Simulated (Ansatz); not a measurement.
fcc Ca, relaxed in Ansatz (plane waves) with several semilocal functionals. Each gives its own volume and its own elastic constant C11:

```
level   V0 (Å³/atom)  elastic constant C11 (GPa)   ln V0  ln C11
------  ------------  --------------------------  ------  ------
LDA           38.013                       23.88  3.6379  3.1730
PBEsol        40.572                       23.15  3.7031  3.1420
r²SCAN        43.127                       22.91  3.7641  3.1316
```

Q: Fit a straight line to ln C11 against ln V0. What does it predict for PBE, whose volume is 42.183 Å³/atom?

A: With x = ln V0 and y = ln C11: means 3.70170 and 3.14887; Σ(Δx Δy) = -0.002627, Σ(Δx²) = 0.007966, so the slope is -0.330. At x = 3.7420 the line gives y = 3.14887 + (-0.330) × (3.7420 − 3.70170) = 3.1356, or 23.00 GPa. The run with PBE gives 22.43 GPa, -2.5 % from the line. The rows used scatter about it by up to 0.6 %, while the largest value lies 4 % above the smallest.

Ansatz's density-functional and Hartree–Fock values are scalar-relativistic unless marked +SOC, with PAW data made under PBE.

Ansatz is a program for electronic structure.
